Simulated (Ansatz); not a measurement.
Consider the substitution at a C–O bond: `C=C=C(C)O` + H–F → `C=C=C(C)F` + H₂O.

Isolated molecules relaxed with PBE0-D4/def2-TZVP in Ansatz; ΔE leaves out vibrations. CCSD(T)/CBS is the MP2 limit (def2-TZVPP, def2-QZVPP) plus CCSD(T) − MP2 in def2-TZVPP, frozen cores. This one scheme is used for every species. DFT in def2-TZVPP. Each species was taken in one conformer, which may not be the lowest.

```
             level  ΔE (kJ/mol)
           PBE0-D4         16.1
           r2SCANh         12.7
           r2SCAN0         14.1
RPA@PBE/def2-TZVPP         13.5
```

**Question.** What does CCSD(T)/CBS give? (Estimate.)

**Answer.** Ansatz gave: +16.4 kJ/mol. The listed levels differ from it by -0.3, -3.7, -2.3, -2.9 kJ/mol.

**Question.** What do rigid-rotor, harmonic-oscillator terms from PBE0-D4/def2-TZVP frequencies (298.15 K, 1 bar) make of the CCSD(T)/CBS value? (An estimate is asked.)

**Answer.** The calculation gave: ΔZPE = -1.4 kJ/mol, ΔH = +15.3 kJ/mol, ΔS = 10 J/(mol·K), ΔG = +12.2 kJ/mol.

Largest T1 diagnostic among the species: 0.012.

In def2-TZVPP, CCSD(T) changes the Hartree–Fock value by +7.6 kJ/mol (the triples alone add +1.3 kJ/mol) and MP2 by +14.1 kJ/mol. The D4 term adds +3.3 kJ/mol with B3LYP and +1.8 kJ/mol with PBE0; it sums over pairs of atoms, weighted by their polarisabilities, and B3LYP, whose exchange is more repulsive, gets the larger term. Leaving LDA and LC-ωPBE aside and taking each functional with its dispersion term where it has one, the values, not all of them listed here, spread over 9.6 kJ/mol, from B97M-V to PBE-QIDH. LDA lies +5.7 kJ/mol from PBE without D4.

CCSD(T)/CBS has its own doubt, a few kJ/mol and more with outer-core shells, so smaller differences from it don't rank the levels.

B3LYP here is the variant with VWN-RPA as its local correlation; programs differ in this.
